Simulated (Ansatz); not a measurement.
# C3H8FN: up Jacob's ladder to CCSD(T)

One table from this session's results is given with a row withheld; the runs are named, their logs left out.

Program: Ansatz 0.2.0, Gaussian basis. Level of theory: functionals in def2-TZVPP, the program's frozen cores in correlated methods. These are calculated values, not measurements.

The runs, in order: PBE-D4, r2SCAN-D4, PBE0-D4, B3LYP-D4, ωB97X-V, ωB97M-V, B2PLYP; CCSD(T)/def2-TZVPP; MP2/def2-QZVPP; extrapolation to the limit.

### The relaxed structure

An earlier PBE0-D4 in a triple-zeta def2 set relaxation fixed the geometry.

SMILES `CCNCF`, 13 atoms, charge 0, spin multiplicity 1.

Atoms are counted from 1 here; the program's logs count them from 0.

Bond lengths: C1–C2 1.516 Å, C1–H6 1.092 Å, C1–H7 1.092 Å, C1–H8 1.092 Å, C2–N3 1.458 Å, C2–H9 1.093 Å, C2–H10 1.098 Å, N3–C4 1.398 Å, N3–H11 1.010 Å, C4–F5 1.412 Å, C4–H12 1.091 Å, C4–H13 1.092 Å. Angles: C2–C1–H6 110.7°, C2–C1–H7 110.0°, C2–C1–H8 112.0°, H6–C1–H7 108.5°, H6–C1–H8 108.3°, H7–C1–H8 107.1°, C1–C2–N3 112.4°, C1–C2–H9 109.1°, C1–C2–H10 109.7°, N3–C2–H9 106.7°, N3–C2–H10 111.8°, H9–C2–H10 106.9°, C2–N3–C4 117.5°, C2–N3–H11 111.5°, C4–N3–H11 111.4°, N3–C4–F5 113.6°, N3–C4–H12 111.0°, N3–C4–H13 110.0° and more.

Geometry (Å):

```xyz
13
charge 0, multiplicity 1
C    -1.0492    0.5802    1.0251
C     0.2974    0.8206    0.3720
N     0.9528   -0.4201   -0.0231
C     0.3616   -1.1651   -1.0481
F     0.2914   -0.4759   -2.2782
H    -0.9529   -0.1074    1.8680
H    -1.4603    1.5232    1.3913
H    -1.7759    0.1637    0.3243
H     0.9599    1.3115    1.0891
H     0.1796    1.5075   -0.4769
H     1.9388   -0.2797   -0.1917
H    -0.6683   -1.4257   -0.7983
H     0.9454   -2.0675   -1.2388
```

Set-up of the first run:

File in.yaml:

```yaml
crystal:
  periodic: [false, false, false]
  atoms:
    - {symbol: C, position_ang: [-1.049195, 0.580211, 1.025102]}
    - {symbol: C, position_ang: [0.297359, 0.820552, 0.371968]}
    - {symbol: N, position_ang: [0.952823, -0.420055, -0.023083]}
    - {symbol: C, position_ang: [0.361631, -1.165130, -1.048070]}
    - {symbol: F, position_ang: [0.291378, -0.475864, -2.278156]}
    - {symbol: H, position_ang: [-0.952916, -0.107430, 1.868012]}
    - {symbol: H, position_ang: [-1.460290, 1.523226, 1.391313]}
    - {symbol: H, position_ang: [-1.775864, 0.163653, 0.324266]}
    - {symbol: H, position_ang: [0.959932, 1.311502, 1.089139]}
    - {symbol: H, position_ang: [0.179639, 1.507479, -0.476853]}
    - {symbol: H, position_ang: [1.938794, -0.279699, -0.191743]}
    - {symbol: H, position_ang: [-0.668264, -1.425745, -0.798264]}
    - {symbol: H, position_ang: [0.945373, -2.067501, -1.238833]}
basis:
  gaussian: {orbitals: def2-TZVPP}
hamiltonian: {xc: pbe, dispersion: d4}
output: {forces: true, orbitals: {seedname: orbitals}}
```

Run with:

```sh
ansatz run in.yaml --threads 4 --pin off --events-out ev --progress --plain --max-ram 10444MiB
```

Steps of the session up to this table: PBE-D4 (GGA); r2SCAN-D4 (meta-GGA); PBE0-D4 (hybrid); B3LYP-D4 (hybrid); ωB97X-V (range-separated); ωB97M-V (range-separated); B2PLYP (double hybrid); CCSD(T) in def2-TZVPP; MP2 in def2-QZVPP.

One table of the session follows, with a row left open; its other results are not shown here.

It belongs to the step «Atomisation energies». 

```
            method  atomisation energy (kJ/mol)
            PBE-D4                       5066.4
         r2SCAN-D4                       4946.4
           PBE0-D4                       4973.0
          B3LYP-D4                       4959.7
           ωB97X-V                       4962.3
           ωB97M-V                       4964.6
            B2PLYP                       4903.8
     HF/def2-TZVPP                       3582.1
    MP2/def2-TZVPP                       4884.7
   CCSD/def2-TZVPP                       4756.2
CCSD(T)/def2-TZVPP                       4822.8
           MP2/CBS                            ?
       CCSD(T)/CBS                       4944.9
```

Q: Estimate the row for MP2/CBS from the others.

**Answer.** atomisation energy (kJ/mol): 5006.7. In the column «atomisation energy (kJ/mol)» it lies between PBE0-D4 (4973.0) and PBE-D4 (5066.4).

Limits of these values: Free atoms (3 C, 1 N, 1 F, 8 H) were run apart at each level; the atomisation energy is their sum less the molecule, without zero-point or spin-orbit terms.
